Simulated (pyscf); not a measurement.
Structures and frequencies: ωB97X-D3(BJ)/def2-SVP in PySCF.

Q: HO–ZrH(OH)–OH → O=Zr(OH)–OH + H₂
Surface: singlet. Broken: H–O, H–Zr. Formed: H–H. Give ΔE‡ and ΔE from ωB97M-D3(BJ)/def2-TZVP, relative to the reactant's lowest minimum found.

A: ΔE‡ = 153.0 kJ/mol, ΔE = +150.3 kJ/mol. Zero-point energy shifts the barrier by -5.6 kJ/mol. It is an elimination, with an imaginary mode of 1066i cm⁻¹. On the product side the descent ends in an adduct with a H–Zr contact, 35.1 kJ/mol under the separated species and 34.2 kJ/mol under the saddle at ωB97X-D3(BJ)/def2-TZVP. This is the saddle that the search found; another between the same sides may lie lower. Elements past Kr carry the def2 core potentials, without spin-orbit coupling.
